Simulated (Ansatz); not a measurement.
**Prototype screening**

Computed with Ansatz 0.2.0, DFT PBEsol, scalar-relativistic, plane waves, PAW. All cells share a 420 eV cutoff and Γ-centred k meshes spaced at most 0.3 Å⁻¹ (0.19 for metals, 2π included).

Each formula was placed on the sites of the named type and relaxed at zero pressure without lowering the symmetry. No run is spin-polarised. The smearing is 0.1 eV for metals and 0.01 to 0.02 eV otherwise. Energies over the elements count from the elements' standard structures at the same level, with no empirical corrections.

The k mesh leaves about 4 meV/atom of noise in metals. Spin–orbit coupling is left out.

| formula | started on type | final group | a or a / b (Å) | c (Å) | V (Å³/atom) | E over elements (eV/atom) | gap on mesh (eV) |
| --- | --- | --- | --- | --- | --- | --- | --- |
| Ir | trigonal selenium | Pm-3m | 2.54 | 2.54 | 16.4 | 1.10 | 0.00 |
| Pb | beta-tungsten (A15) | Pm-3n | 6.27 | 6.27 | 30.7 | 0.07 | 0.00 |
| Ir | beta-tin | I4_1/amd | 4.80 | 2.72 | 15.7 | 0.76 | 0.00 |
| Pb | simple cubic | Pm-3m | 3.18 | 3.18 | 32.2 | 0.19 | 0.00 |
| Ir | alpha-gallium | I4/mmm | 2.70 | 8.51 | 15.5 | 0.44 | 0.00 |